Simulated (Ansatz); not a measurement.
A run of Ansatz (development build ahead of 0.2.0) on triplet ClO₂(-) at this shape:

```yaml
atoms:
  - { symbol: O, position_ang: [0.0000, 0.0000, 0.0000] }
  - { symbol: Cl, position_ang: [0.0000, 0.0000, 3.4020] }
  - { symbol: O, position_ang: [0.0000, 0.0000, -2.6460] }
```

Its results:

- Converged: yes
- Total energy: -610.46720 hartree
- Spin squared of the determinant: 2.000
- Stability test: minimum among restricted orbitals

Q: Which input gives this output? Name the method, the orbitals and the basis set, and write the input.

A: B3LYP (restricted open-shell) in pcseg-2.

```yaml
crystal:
  periodic: [false, false, false]
  atoms:
    - { symbol: O, position_ang: [0.0, 0.0, 0.0] }
    - { symbol: Cl, position_ang: [0.0, 0.0, 3.402] }
    - { symbol: O, position_ang: [0.0, 0.0, -2.646] }
basis:
  gaussian: { orbitals: pcseg-2 }
total_charge: -1
magnetization:
  initial_magnetization: 2
hamiltonian:
  xc: { name: B3LYP }
```

Caution: stretched shape with no unrestricted run beside it, a lower state can exist; no diffuse functions for an anion; charge can spread falsely over distant fragments; other spin multiplicities may lie lower.
